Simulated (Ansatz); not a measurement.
Reaction: C2H5O (SMILES [CH2]CO, doublet) → C2H5O (SMILES C[CH]O, doublet)
Each species at its own B3LYP-D3(BJ)/def2-TZVP minimum (Ansatz, a program for electronic structure), one conformer.

Quantity: isomerisation energy (electronic), in kJ/mol. Radicals and triplets start from unrestricted determinants; spin-orbit coupling is neglected. CBS(X,Y): correlation extrapolated as X^-3, Hartree-Fock from the larger set. A bracket is a step between two methods taken in the basis named. Functionals run without relativity, which enters their misses. 'core' is core correlation in cc-pwCVTZ, 'X2C' scalar relativity in cc-pVTZ-DK, both at CCSD(T).

CCSD(T)/CBS(cc-pVTZ,cc-pVQZ) + [CCSDT(Q) - CCSD(T)]/cc-pVDZ + core + X2C (Ansatz) gives -35.0 kJ/mol.

Q: What does PBE/def2-TZVPD (Ansatz) give here, and how do the other levels compare?

A: PBE gives -43.3 kJ/mol, 8.3 kJ/mol below it. Differences of the others: r2SCAN/def2-TZVPD (Ansatz) -2.9; B3LYP/def2-TZVPD (Ansatz) -4.3; PBE0/def2-TZVPD (Ansatz) -4.8; wB97M-V/def2-TZVPD (Ansatz) -3.1; CCSD(T)/CBS(cc-pVTZ,cc-pVQZ) + core + X2C (Ansatz) 0.2 kJ/mol. Nearer than PBE: r2SCAN/def2-TZVPD, B3LYP/def2-TZVPD, PBE0/def2-TZVPD, wB97M-V/def2-TZVPD, CCSD(T)/CBS(cc-pVTZ,cc-pVQZ) + core + X2C.
